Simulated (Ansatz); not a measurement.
A structure relaxed at PBE0-D4/def2-TZVP, charge 0, multiplicity 1:

```xyz
10

F    -0.221    0.599   -1.702
C    -0.521   -0.238   -0.627
S    -0.451   -1.959   -1.191
N     0.371   -0.090    0.440
P     0.120    1.167    1.573
H    -1.529    0.035   -0.310
H    -1.069   -1.733   -2.361
H     1.302   -0.431    0.246
H     0.811    0.590    2.669
H     1.187    2.059    1.264
```

(1) Give its formula and SMILES.

(2) Summarise the bond lengths by kind.

Results:

(1) CH5FNPS, `FC(S)NP`.

(2) 1 × C–F 1.394 Å; 1 × C–S 1.813 Å; 1 × C–N 1.398 Å; 1 × C–H 1.092 Å; 1 × H–S 1.342 Å; 1 × N–P 1.711 Å; 1 × H–N 1.010 Å; 2 × H–P 1.419 to 1.425 Å.

All numbers were calculated with Ansatz.
